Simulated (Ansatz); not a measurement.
P₄H₄⁺, that is cyclo-(PH)4 with one electron fewer, relaxed as a doublet with UKS r2SCAN-D4/def2-SVP in Ansatz, starting from the r2SCAN-D4/def2-SVP geometry of the neutral singlet. Force threshold 0.02 eV/Å.

Start:

```xyz
8

P     0.210   -0.797   -1.427
P     1.700   -0.091    0.146
P     0.191    1.612    0.283
P    -1.343   -0.032    0.030
H     0.186   -2.177   -1.044
H     1.105   -0.851    1.212
H     0.155    1.706    1.711
H    -2.204    0.629   -0.911
```

```csv
step,energy (eV),largest force component (eV/Å),SCF passes
1,-37197.2446,1.173,35
2,-37197.4034,0.615,41
3,-37197.4961,0.337,39
4,-37197.5210,0.388,39
5,-37197.5317,0.104,38
6,-37197.5425,0.187,38
7,-37197.5511,0.205,39
8,-37197.5555,0.461,44
9,-37197.5628,0.283,45
10 (rejected),-37197.5531,0.250,39
11,-37197.5720,0.053,40
12,-37197.5740,0.092,40
13,-37197.5746,0.054,41
14,-37197.5748,0.027,42
15,-37197.5749,0.006,35
```

Force components are those of the run's own axes.

End:

```
atom    x (Å)    y (Å)    z (Å)
  P1   0.0716  -1.0062  -1.3762
  P2   1.5166   0.0503  -0.0539
  P3   0.0504   1.6318   0.4956
  P4  -1.4675   0.1166  -0.1810
  H5   0.1153  -2.2324  -0.6425
  H6   1.7017  -0.7668   1.0992
  H7   0.0874   1.3449   1.8957
  H8  -2.0755   0.8618  -1.2369
```

By distances, no bond broke or formed. The bond that changes most is P2–P3, from 2.28 to 2.23 Å (atoms count from 1).

No frequencies were taken in this run, so the end may be a saddle point.

Hardware: 4 threads of Arm Neoverse N1 on a shared host. Wall time 1.7 min.
